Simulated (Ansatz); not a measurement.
**SiH₂ (triplet): the correlation ladder at a displaced geometry (v2), cc-pVDZ**

How much of the correlation energy of SiH₂ (triplet) does each wave-function method recover here?

Method: cc-pVDZ, core rule «outside noble gas», up to 5 orbitals frozen; program: Ansatz 0.2.0, Gaussian basis.

To be run: UHF; CCSD(T) on ROHF; CCSD(T) on UHF; BCCD(T) on ROHF; CISD; CCSDT(Q) on ROHF; CCSDT(Q) on UHF; CCSDTQ on ROHF; CASSCF and MRCISD+Q, 6 electrons in 6 orbitals; CASSCF and NEVPT2, 6 electrons in 6 orbitals; Full CI.

24 further runs of the same task are left out: 10 that didn't finish, 14 set aside as unsound or not needed.

## Step 1: What is computed

The geometry is a PBE0/def2-TZVP stationary point (not a proven minimum) with its atoms shifted at random (size 0.100 Å).

3 atoms, charge 0, spin multiplicity 3.

Atoms are counted from 1 here; the program's logs count them from 0.

Bond lengths: Si1–H2 1.490 Å, Si1–H3 1.480 Å. Angles: H2–Si1–H3 118.4°.

## Step 2: UHF

Input file in.yaml:

```yaml
crystal:
  periodic: [false, false, false]
  atoms:
    - {symbol: Si, position_ang: [0.008476, -0.050215, -0.000503]}
    - {symbol: H, position_ang: [-0.156398, 0.715812, -1.267283]}
    - {symbol: H, position_ang: [-0.079778, 0.683387, 1.281285]}
basis:
  gaussian: {orbitals: cc-pVDZ}
magnetization: {spin_polarized: true, initial_magnetization: 2}
hamiltonian: {xc: hf}
output: {orbitals: {seedname: orbitals}}
```

Started as:

```bash
$ ansatz run in.yaml --threads 1 --pin off --events-out ev --progress --plain --max-ram 2393MiB
```

After this run come: CCSD(T) on ROHF; CCSD(T) on UHF; BCCD(T) on ROHF; CISD; CCSDT(Q) on ROHF; CCSDT(Q) on UHF; CCSDTQ on ROHF; CASSCF and MRCISD+Q, 6 electrons in 6 orbitals; CASSCF and NEVPT2, 6 electrons in 6 orbitals; Full CI.

Before running them: what should the planned runs give, taken together? Wanted: FCI below the RHF energy; RMP2 from FCI; UMP2 from FCI; RCCSD from FCI; RCCSD(T) from FCI; UCCSD(T) from FCI; RCCSDT(Q) from FCI; UCCSDT(Q) from FCI; NEVPT2 valence from FCI.

The runs gave:

| quantity | value |
| --- | --- |
| FCI below the RHF energy | -2.6836 eV |
| RMP2 from FCI | +64.5 kJ/mol |
| UMP2 from FCI | +64.1 kJ/mol |
| RCCSD from FCI | +6.6 kJ/mol |
| RCCSD(T) from FCI | +1.7 kJ/mol |
| UCCSD(T) from FCI | +1.6 kJ/mol |
| RCCSDT(Q) from FCI | 0.0 kJ/mol |
| UCCSDT(Q) from FCI | 0.0 kJ/mol |
| NEVPT2 valence from FCI | +56.3 kJ/mol |
| MRCISD+Q valence from FCI | +0.4 kJ/mol |
| levels within 1 kcal/mol (43 meV) | RCCSD(T), UCCSD(T), BCCD(T), RCCSDT, UCCSDT, RCCSDT(Q), UCCSDT(Q), RCCSDTQ, MRCISD+Q valence |
| T1 diagnostic | 0.020 |
| effectively unpaired electrons | 2.03 |

RCCSD(T) misses by +1.7 kJ/mol, 0.6 % of the correlation energy. One determinant dominates. Of the multireference levels listed MRCISD+Q valence comes nearest in total energy (+0.4 kJ/mol), which doesn't show that its space is the better one. These misses are within one basis, not against nature; the frozen cores of restricted and unrestricted runs differ, which can shift their rows.
